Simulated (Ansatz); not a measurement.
# Relaxing a trial structure of AlH6PSi

The starting geometry of this gas-phase singlet was optimised with GFN2-xTB.

```
atom    x (Å)    y (Å)    z (Å)
  Al   1.0256   0.7370   0.4995
   P   0.2634  -0.8251  -1.1952
  Si  -1.3151  -0.0525   0.3853
   H   2.0557   0.0786   1.4702
   H   1.4149   2.1301  -0.0727
   H  -2.1237  -1.2611   0.6828
   H   0.0366  -1.6713  -2.2677
   H  -2.2541   0.6570  -0.5213
   H   0.6717  -1.8559  -0.3584
```

Predict what it relaxes into with PBE0-D3(BJ)/def2-SVP.

It keeps its bonds.

The energy falls by 0.52 eV over 17 steps:

```
step  E − E(last) (eV)
   1             0.521
   3             0.078
   5             0.024
   6             0.012
   8             0.003
  10             0.001
  12             0.000
  13             0.000
  15             0.000
  17             0.000
```

Final geometry (Å):

```xyz
9

Al    0.9863    0.8635    0.5833
P     0.4384   -1.0717   -0.9926
Si   -1.2361   -0.0494    0.2693
H     1.8543    0.2442    1.7608
H     1.3926    2.0888   -0.3422
H    -1.8533   -1.1199    1.1113
H     0.0408   -1.0297   -2.3504
H    -2.2473    0.4702   -0.7017
H     0.3995   -2.4591   -0.7153
```

No frequencies were run, so the end isn't proven a minimum. Run with Ansatz 0.2.0, 35 s on 1 thread of AMD EPYC 7R43 64-Core Processor (Zen 3) (shared host).
